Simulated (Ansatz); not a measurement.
System: O2, charge 1, multiplicity 2. SMILES of the parent species: O=O
Geometry from a B3LYP-D3(BJ)/def2-TZVP (Ansatz, a program for electronic structure) optimisation:
```xyz
2

O      0.0000     0.0000    -0.5528
O      0.0000     0.0000     0.5528
```
Charge +1, spin multiplicity 2.

Parts of the frozen-core correlation energy in cc-pwCVTZ (Ansatz, hartree). Frozen orbitals: 2; correlated occupied orbitals by spin: 6 and 5; virtual: 78 and 79. Open shells are spin-unrestricted. Spin-orbit coupling is left out. No relativistic terms.

```json
[
 {"term": "reference (HF)", "value": "-149.23680"},
 {"term": "MP2 opposite-spin", "value": "___"},
 {"term": "MP2 same-spin", "value": "___"},
 {"term": "CCSD correlation", "value": "___"},
 {"term": "(T)", "value": "-0.02067"},
 {"term": "T1 diagnostic", "value": "0.073"},
 {"term": "largest doubles amplitude", "value": "0.161"},
 {"term": "<S^2> of the reference", "value": "1.082"}
]
```

Problem. Some entries are withheld; supply them.

Solution. 
- MP2 opposite-spin, value: -0.29888
- MP2 same-spin, value: -0.11049
- CCSD correlation, value: -0.44344
